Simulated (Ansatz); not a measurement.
**SiOF (doublet): from Hartree-Fock to the top rungs, def2-QZVPP**

One table from this session's results is given with a row withheld; the runs are named, their logs left out.

Method: def2-QZVPP, core rule «outside noble gas», up to 7 orbitals frozen; program: Ansatz 0.2.0, Gaussian basis.

To be run: UHF; ROHF; CCSD(T) on UHF.

2 further runs of the same task are left out: 2 set aside as unsound or not needed.

### The geometry

The geometry is a PBE0/def2-TZVP stationary point (not a proven minimum).

3 atoms, charge 0, spin multiplicity 2.

Atoms are counted from 1 here; the program's logs count them from 0.

Bond lengths: F1–Si2 1.587 Å, Si2–O3 1.520 Å. Angles: F1–Si2–O3 126.9°.

Set-up of the first run:

The input, in.yaml:

```yaml
crystal:
  periodic: [false, false, false]
  atoms:
    - {symbol: F, position_ang: [0.000000, -0.279589, 1.346482]}
    - {symbol: Si, position_ang: [0.000000, 0.382864, -0.095161]}
    - {symbol: O, position_ang: [0.000000, -0.340087, -1.431827]}
basis:
  gaussian: {orbitals: "def2-QZVPP.json"}
magnetization: {spin_polarized: true, initial_magnetization: 1}
hamiltonian: {xc: hf}
output: {orbitals: {seedname: orbitals}}
```

On the command line:

```bash
> ansatz run in.yaml --threads 1 --pin off --events-out ev --progress --plain --max-ram 2393MiB
```

Steps of the session up to this table: UHF; ROHF; CCSD(T) on UHF.

One table of the session follows, with a row left open; its other results are not shown here.

| method | from UCCSD(T) (kcal/mol) |
| --- | --- |
| ROHF | +410.36 |
| UHF | +408.28 |
| UMP2 | ? |
| UCCSD | +17.26 |
| UCCSD(T) | 0 |

Estimate the missing values for UMP2.

**Answer.** from UCCSD(T) (kcal/mol): +12.43. In the column «from UCCSD(T) (kcal/mol)» it lies between UCCSD(T) (0) and UCCSD (+17.26).
